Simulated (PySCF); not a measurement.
C4H7S (doublet state).
Z-matrix (Å and degrees, GFN2-xTB geometry), rows numbered from 1:
```
C 
C   1  1.4668
C   2  1.4961  1  116.87
C   3  1.4925  2  115.89  1   166.66
S   3  1.6263  2  122.91  1   -14.16
H   1  1.0719  2  119.62  3  -179.63
H   1  1.0713  2  120.66  3     3.56
H   2  1.1038  1  109.22  3  -120.47
H   2  1.1007  1  110.53  3   125.59
H   4  1.0868  3  110.54  2   167.97
H   4  1.0900  3  111.04  2    46.13
H   4  1.0916  3  109.72  2   -72.61
```

The hyperfine couplings belong to this conformer and change with its torsions.

As a line formula: `[CH2]CC(C)=S` [radical].

Theory: UKS B3LYP, pcH-1 on C H S, non-relativistic, mean-field spin-orbit, GIAO (PySCF). Geometry: GFN2-xTB, one conformer, isolated molecule. Couplings are sensitive to structure, and on GFN2-xTB geometries they can be far from those on DFT ones. The SCF solution wasn't tested for stability.

**Question.** What is the g tensor, term by term?

**Answer.** 
```
                    Δg (ppm)     1     2     3
relativistic mass correction  -132  -132  -132
            gauge correction    20     6    28
   orbital Zeeman/spin–orbit  -353   346   498
                       total  -465   220   394
```

So g = 2.00185, 2.00254, 2.00271 and g_iso = 2.00237; the tensor is rhombic: the two nearest values differ by 20 % of g3 − g1. 

**Question.** What are the electron Larmor frequencies g μB B/h along the three axes at 350 mT?

**Answer.** 9.8065, 9.8098, 9.8107 GHz for g1, g2 and g3, a range of 4.2 MHz.

**Question.** At 9.791 GHz, how far is the centre of the isotropic spectrum from where a free electron (g = 2.002319) resonates?

**Answer.** B = hν/(g μB) with μB/h = 13.99624 MHz/mT gives 349.37 mT for the free electron and 349.36 mT at g_iso, the same within 0.01 mT.

**Question.** Average each term over the three axes. Which is largest in size?

**Answer.** The orbital-Zeeman/spin–orbit term 164, the mass correction -132 and the gauge correction 18 ppm, for a total of 50 ppm. The orbital-Zeeman/spin–orbit term is the largest in size. The mass correction is the same along every axis, so the anisotropy comes from the other two: their spans along these axes are 22 (gauge) and 851 ppm (orbital Zeeman/spin–orbit).

**Question.** In a frozen sample, at which fields do the three g values resonate at 9.5, 34, 94 and 263 GHz (hyperfine left aside), and which band first spreads them over more than twice a line width of 0.3 mT?

**Answer.** 
```json
{"band": "X", "GHz": "9.5", "B(g3) mT": "338.92", "B(g2) mT": "338.95", "B(g1) mT": "339.06", "spread mT": "0.15"}
{"band": "Q", "GHz": "34.0", "B(g3) mT": "1212.97", "B(g2) mT": "1213.07", "B(g1) mT": "1213.49", "spread mT": "0.52"}
{"band": "W", "GHz": "94.0", "B(g3) mT": "3353.49", "B(g2) mT": "3353.79", "B(g1) mT": "3354.93", "spread mT": "1.44"}
{"band": "J", "GHz": "263.0", "B(g3) mT": "9382.65", "B(g2) mT": "9383.46", "B(g1) mT": "9386.67", "spread mT": "4.03"}
```

The spread grows in proportion to the frequency. W band is the first where it exceeds 0.6 mT.

The Mulliken spin populations are largest on C1 (+1.08) and C2 (-0.09). No atom but C1 exceeds +0.15. The angles at C1 add up to 359.9°, so it is planar; its axial dipolar tensor and the negative couplings of its protons fit spin in a p orbital normal to that plane.

The HOMO–LUMO gaps are 3.70 eV among the α and 3.92 eV among the β orbitals.
